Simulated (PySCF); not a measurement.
Molecule: SMILES CC(C)CO, C₄H₁₀O.

Geometry (Å), atoms numbered from 1 in this order:
```xyz
15

C     0.251    1.423   -0.398
C     0.158   -0.097   -0.402
C     1.453   -0.749    0.063
C    -1.015   -0.578    0.438
O    -2.205   -0.049   -0.084
H     1.038    1.776   -1.083
H     0.494    1.797    0.611
H    -0.704    1.870   -0.705
H    -0.049   -0.426   -1.437
H     2.300   -0.438   -0.567
H     1.394   -1.848    0.026
H     1.691   -0.460    1.101
H    -0.852   -0.260    1.491
H    -1.029   -1.687    0.437
H    -2.926   -0.275    0.509
```

Geometry PBE0-D3(BJ)/def2-SVP throughout; GIAO in PySCF, gas phase, one conformer, non-relativistic; equivalent atoms averaged; functional PBE0.

For orientation, def2-SVP gives these shifts δ (against TMS, H2O at the same level): C4 67.9, C2 29.6, C1/C3 19.6, O5 28.3, H13/H14 3.18, H9 1.59, H6/H7/H8/H10/H11/H12 0.79, H15 -0.26 ppm.

A run gave: C4 73.6, C2 33.8, C1/C3 20.4, O5 28.7, H13/H14 3.41, H9 1.76, H6/H7/H8/H10/H11/H12 0.88, H15 0.02 ppm (shifts δ (against TMS, H2O at the same level)).

Which basis set was used in that run?
A. 6-31G
B. IGLO-III
C. pcSseg-2
D. def2-TZVP

## Answers

B. H15 tells them apart best: IGLO-III gives 0.02, 6-31G gives -0.49, pcSseg-2 gives 0.24, def2-TZVP gives -0.19 ppm.
